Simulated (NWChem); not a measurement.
## An input for AlNH2Cl (SMILES [NH2][Al][Cl])

AlNH2Cl: 5 atoms, total charge 0, spin state doublet. As SMILES, `[NH2][Al][Cl]`. The shape is that of a PBE0-D4/def2-TZVP optimisation. This is one conformer, not always the lowest.

```xyz
5

N    -0.5494    0.4617   -0.2320
Al    0.4026   -0.2916    1.0491
Cl    1.9070   -1.6497    0.4408
H    -1.2936    1.1233   -0.0835
H    -0.4166    0.2827   -1.2159
```

Settings wanted:

```
task                      : polarizability
method                    : DFT
functional                : BP86
dispersion                : none
basis set                 : 6-31G*
reference                 : UKS
relativity                : none
integration grid          : coarse
SCF convergence threshold : 1e-08
iteration cap             : 100
module                    : dft
frequency                 : 0 Eh
d and f functions         : spherical
```

Write the NWChem 7.3.0 input and the command.

This one ran through:

nw.nw:
```
start nw
title "AlClH2N BP86"
memory stack 880 mb heap 220 mb global 1100 mb
geometry units angstroms noautosym nocenter noautoz
 N       -0.549400       0.461700      -0.232000
 Al       0.402600      -0.291600       1.049100
 Cl       1.907000      -1.649700       0.440800
 H       -1.293600       1.123300      -0.083500
 H       -0.416600       0.282700      -1.215900
end
basis spherical bse
 N library 6-31G*
 Al library 6-31G*
 Cl library 6-31G*
 H library 6-31G*
end
dft
 xc becke88 perdew86
 mult 2
 grid coarse
 convergence energy 1e-08
 maxiter 100
 mulliken
 noprint "final vectors analysis"
end
property
 response 1 0
end
task dft property
```

```bash
$ nwchem nw.nw > nw.out
```

Calculated total energy: -758.66699 Eh.
